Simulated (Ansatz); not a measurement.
Geometry optimisation, UKS PBE0-D4/cc-pVDZ in Ansatz 0.2.0.

The input (input.yaml):

```yaml
crystal:
  periodic: [false, false, false]
  atoms:
    - { symbol: B, position_ang: [-1.0e-06, 1.0e-06, -0.109079] }
    - { symbol: H, position_ang: [-2.0e-06, 0.0, 1.087694] }
    - { symbol: Cl, position_ang: [1.513598, 0.0, -0.975537] }
    - { symbol: Cl, position_ang: [-1.513598, 0.0, -0.97554] }
    - { symbol: H, position_ang: [2.0e-06, 0.0, 2.952462] }
magnetization:
  spin_polarized: true
  initial_magnetization: 1
basis:
  gaussian: { orbitals: cc-pVDZ }
hamiltonian:
  xc: pbe0
  dispersion: d4
relax:
  f_tol: 0.03
  max_steps: 50
```

Launched with:

```bash
$ ansatz run input.yaml --threads 1 --pin off --max-ram 2048MiB --backend cpu --events-out ev --progress --plain --runs-dir out
```

Task: Where does it end, and by what steps?

Result: It converged. The force dipped under the threshold on the way, but the program's further checks kept it going. After 9 steps the energy has fallen by 0.052 eV; H5 moved furthest, 0.86 Å.

```tsv
step	energy less start (eV)	largest force component (eV/Å)	accepted
0	0.0000	0.192	yes
1	-0.0090	0.130	yes
2	-0.0327	0.084	yes
3	-0.0400	0.272	yes
4	-0.0479	0.157	yes
5	-0.0502	0.015	yes
6	-0.0509	0.090	yes
7	-0.0272	0.638	no
8	-0.0516	0.003	yes
9	-0.0517	0.015	yes
```

```xyz
5
Properties=species:S:1:pos:R:3
B 0.000 0.000 -0.324
H 0.000 -0.001 0.874
Cl 1.514 0.000 -1.190
Cl -1.514 0.000 -1.190
H 0.000 0.001 3.810
```

Whether the end is a true minimum wasn't checked by a vibrational analysis.

Time of the run: 32 s on 1 thread of Arm Neoverse V1, on a shared host, peak memory 0.15 GiB.
